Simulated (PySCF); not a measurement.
CH₃O, SMILES O[CH2], doublet (PBE0/def2-SVP optimised geometry):

```
5

C     -0.217    -0.523     0.000
O     -0.879     0.657     0.000
H     -0.762    -1.336     0.482
H      0.879    -0.523     0.000
H     -0.316     1.336    -0.386
```

Level of theory: unrestricted PBE0/def2-TZVP run with PySCF.

**Question.** What are the frontier orbital energies (α orbitals alone; a β orbital can be the lowest empty one) and the dipole moment?

**Answer.** HOMO-2 -11.57 eV, HOMO-1 -10.06 eV, HOMO -5.22 eV, LUMO 0.96 eV, LUMO+1 2.42 eV; dipole moment 1.52 D.

On the same geometry PySCF with unrestricted PBE/def2-TZVP gives HOMO-2 -9.61 eV, HOMO-1 -8.41 eV, HOMO -3.70 eV, LUMO 0.02 eV, LUMO+1 1.57 eV; dipole moment 1.50 D.

Meta-Löwdin charges at PBE0/def2-TZVP: C1 -0.15, O2 -0.44, H3 0.13, H4 0.11, H5 0.35.
